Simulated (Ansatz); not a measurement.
**AlH5OSi: basis-set convergence**

One table from this session's results is given with a row withheld; the runs are named, their logs left out.

Computed with Ansatz 0.2.0, Gaussian basis. Level: one geometry, several basis sets.

Plan: PBE0-D4/def2-SVP; ωB97M-V/def2-SVP; PBE0-D4/def2-QZVPP; ωB97M-V/def2-QZVPP; the functionals' def2-TZVPP values are taken from earlier runs.

## Structure used throughout

An earlier PBE0-D4 in a triple-zeta def2 set relaxation fixed the geometry.

SMILES `[AlH2][O][SiH3]`, 8 atoms, charge 0, spin multiplicity 1.

Atoms are counted from 1 here; the program's logs count them from 0.

Bond lengths: Al1–O2 1.681 Å, Al1–H4 1.579 Å, Al1–H5 1.579 Å, O2–Si3 1.623 Å, Si3–H6 1.487 Å, Si3–H7 1.487 Å, Si3–H8 1.487 Å. Angles: O2–Al1–H4 118.0°, O2–Al1–H5 118.0°, H4–Al1–H5 124.1°, Al1–O2–Si3 178.9°, O2–Si3–H6 109.9°, O2–Si3–H7 110.3°, O2–Si3–H8 110.3°, H6–Si3–H7 108.8°, H6–Si3–H8 108.8°, H7–Si3–H8 108.6°.

The first run:

Input file in.yaml:

```yaml
crystal:
  periodic: [false, false, false]
  atoms:
    - {symbol: Al, position_ang: [-0.997576, 1.071157, -1.153569]}
    - {symbol: O, position_ang: [-0.093269, 0.088195, -0.132139]}
    - {symbol: Si, position_ang: [0.785008, -0.836129, 0.872302]}
    - {symbol: H, position_ang: [-2.435748, 0.574765, -1.576372]}
    - {symbol: H, position_ang: [-0.355648, 2.432175, -1.632471]}
    - {symbol: H, position_ang: [1.629564, -1.775204, 0.087177]}
    - {symbol: H, position_ang: [-0.108431, -1.624249, 1.762763]}
    - {symbol: H, position_ang: [1.668201, 0.012288, 1.716509]}
basis:
  gaussian: {orbitals: def2-SVP}
hamiltonian: {xc: pbe0, dispersion: d4}
output: {orbitals: {seedname: orbitals}}
```

The run is started by

```bash
$ ansatz run in.yaml --threads 4 --pin off --events-out ev --progress --plain --max-ram 10444MiB
```

Steps of the session up to this table: PBE0-D4 in def2-SVP; ωB97M-V in def2-SVP; PBE0-D4 in def2-QZVPP; ωB97M-V in def2-QZVPP.

One of the session's tables, all rows but one given; the rest of the session is left out.

It belongs to the step «Functionals by basis». 

```
functional       basis  HOMO (eV)
   PBE0-D4    def2-SVP      -8.15
   PBE0-D4  def2-TZVPP      -8.24
   PBE0-D4  def2-QZVPP      -8.24
   ωB97M-V    def2-SVP     -10.34
   ωB97M-V  def2-TZVPP     -10.48
   ωB97M-V  def2-QZVPP          ?
```

Q: Estimate the row for ωB97M-V, def2-QZVPP from the others.

**Answer.** HOMO (eV): -10.49. In the column «HOMO (eV)» it is the lowest.
